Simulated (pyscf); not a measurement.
Single points on ωB97X-D3(BJ)/def2-SVP structures (PySCF, gas phase).

Question: Estimate the classical barrier height and the reaction energy of HB=NH (SMILES B=N) + HF (SMILES F) → HN=B–F (SMILES N=BF) + H₂ (SMILES [H][H]) at ωB97M-D3(BJ)/def2-TZVP. The step runs on the singlet surface, breaks B–H, F–H and forms B–F, H–H; take the separated reactants as zero.

Answer: ΔE‡ = 1.73 eV, ΔE = -0.67 eV. Zero-point energy shifts the barrier by -0.02 eV. It is a four-centre exchange, with an imaginary mode of 1365i cm⁻¹. The same reactants have a lower exit, to H₂N–BH–F (barrier +0.29 eV at ωB97M-D3(BJ)/def2-TZVP, against +1.73 eV here). One saddle was located; it need not be the lowest between these sides.
